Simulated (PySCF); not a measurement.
AlCl3, SMILES [Al]([Cl])([Cl])[Cl]. The structure is a stationary point at PBE0-D3(BJ)/def2-SVP. The isomer is the one that the SMILES or the coordinates give; other isomers of the formula were not compared.

Q: Give the equilibrium geometry at PBE0-D3(BJ)/def2-SVP (PySCF confirms it by a frequency run) as a Z-matrix, and its point group. (An estimate is asked for; the answer gives what the named calculation found.)

A: point group D3h.
```
Al
Cl 1 2.0780
Cl 1 2.0780 2 120.00
Cl 1 2.0780 2 120.00 3 180.00
```
Charge 0, spin multiplicity 1.
